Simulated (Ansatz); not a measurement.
Relaxation of BH4N (6 atoms, charge 0, multiplicity 1), to a largest force component of 0.03 eV/Å in at most 50 steps.

These are results of RKS CAM-B3LYP-D4/def2-SVPD in Ansatz, not measurements.

```xyz
6
Properties=species:S:1:pos:R:3
B 0.106 -0.001 0.060
H 0.289 -0.461 1.129
H 1.123 0.462 -0.313
N -1.088 -0.002 -0.630
H -1.937 -0.407 -0.260
H -1.195 0.409 -1.547
```

Where does it end, and by what steps?

It converged. After 4 steps the energy has fallen by 0.132 eV; H3 moved furthest, 0.12 Å.

```csv
step,energy less start (eV),largest force component (eV/Å),accepted
0,0.0000,0.917,yes
1,-0.1191,0.489,yes
2,-0.1308,0.102,yes
3,-0.1297,0.175,no
4,-0.1317,0.007,yes
```

```xyz
6
Properties=species:S:1:pos:R:3
B 0.141 0.000 0.081
H 0.187 -0.508 1.171
H 1.107 0.508 -0.424
N -1.060 0.000 -0.612
H -1.909 -0.409 -0.247
H -1.168 0.409 -1.530
```

Whether the end is a true minimum wasn't checked by a vibrational analysis.

Time of the run: 1.6 s on 2 threads of AMD EPYC 9R45 96-Core Processor (Zen 5) (shared host), peak memory 0.15 GiB.
